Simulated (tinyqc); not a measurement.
Inside a calculation. Method: LCCD on RHF in the sto-3g basis, frozen core, for H3O+, spin multiplicity 1. One step of it, computed by the program tinyqc.

Problem. Iteration 1: diagonalisation and new density. Diagonalise F' = X^T F X, C = X C', fill 5 alpha and 5 beta electrons from the bottom; D = 2 C_occ C_occ^T. Each column has its largest component positive (the first on a tie).

Fock matrix F (hartree), lower triangle:
```
             1O 1s      1O 2s     1O 2px     1O 2py     1O 2pz      2H 1s      3H 1s      4H 1s
1O 1s   -19.294186
1O 2s    -4.997090  -2.419796
1O 2px    0.000019   0.000228  -0.434928
1O 2py    0.000000   0.000000   0.000000  -0.434918
1O 2pz    0.011053   0.158096  -0.000064   0.000000  -0.270767
2H 1s    -1.250702  -1.022346  -0.404509   0.000000   0.160406  -0.593681
3H 1s    -1.251912  -1.023096   0.202524  -0.350412   0.160540  -0.391253  -0.594245
4H 1s    -1.251912  -1.023096   0.202524   0.350412   0.160540  -0.391253  -0.391668  -0.594245
```

X, lower triangle:
```
            1O 1s      1O 2s     1O 2px     1O 2py    1O 2pz      2H 1s      3H 1s     4H 1s
1O 1s    1.025293
1O 2s   -0.154029   1.376557
1O 2px   0.000011  -0.000178   1.139007
1O 2py   0.000000   0.000000   0.000000   1.139034
1O 2pz   0.006526  -0.074177   0.000043   0.000000  1.015516
2H 1s    0.020945  -0.296144  -0.298999   0.000000  0.062135   1.241076
3H 1s    0.020953  -0.296467   0.149632  -0.259088  0.062222  -0.082120   1.241414
4H 1s    0.020953  -0.296467   0.149632   0.259088  0.062222  -0.082120  -0.082225  1.241414
```

Give: F' = X^T F X; orbital energies; coefficients C; D after iteration 1.

Solution.

F' = X^T F X (hartree), lower triangle:
```
         1       2       3       4       5       6       7       8
1  -18.905
2   -2.660  -1.138
3    0.000   0.000  -0.178
4    0.000   0.000   0.000  -0.178
5    0.013   0.047   0.000   0.000  -0.242
6   -0.216  -0.442  -0.436   0.000   0.106  -0.035
7   -0.216  -0.442   0.218  -0.378   0.106  -0.103  -0.035
8   -0.216  -0.442   0.218   0.378   0.106  -0.103  -0.103  -0.035
```

orbital energies (hartree): MO1 -19.307, MO2 -1.258, MO3 -0.603, MO4 -0.603, MO5 -0.252, MO6 0.291, MO7 0.492, MO8 0.493

coefficients C:
```
           MO1     MO2     MO3     MO4     MO5     MO6     MO7     MO8
1O 1s    0.992  -0.238   0.000   0.000  -0.068  -0.173   0.000   0.000
1O 2s    0.036   0.830   0.000   0.000   0.329   1.178   0.002   0.000
1O 2px   0.000   0.000   0.663   0.000   0.000   0.001  -0.996   0.000
1O 2py   0.000   0.000   0.000   0.663   0.000   0.000   0.000   0.996
1O 2pz  -0.003  -0.139   0.000   0.000   0.947  -0.364  -0.001   0.000
2H 1s   -0.007   0.110   0.439   0.000  -0.084  -0.679   1.030   0.000
3H 1s   -0.007   0.110  -0.220   0.380  -0.084  -0.677  -0.517  -0.894
4H 1s   -0.007   0.110  -0.220  -0.380  -0.084  -0.677  -0.517   0.894
```

D after iteration 1, lower triangle:
```
         1O 1s  1O 2s  1O 2px  1O 2py  1O 2pz   2H 1s   3H 1s  4H 1s
1O 1s    2.093
1O 2s   -0.370  1.598
1O 2px   0.000  0.000   0.878
1O 2py   0.000  0.000   0.000   0.878
1O 2pz  -0.069  0.391   0.000   0.000   1.831
2H 1s   -0.055  0.128   0.582   0.000  -0.190   0.424
3H 1s   -0.055  0.128  -0.291   0.504  -0.190  -0.154   0.424
4H 1s   -0.055  0.128  -0.291  -0.504  -0.190  -0.154  -0.154  0.424
```
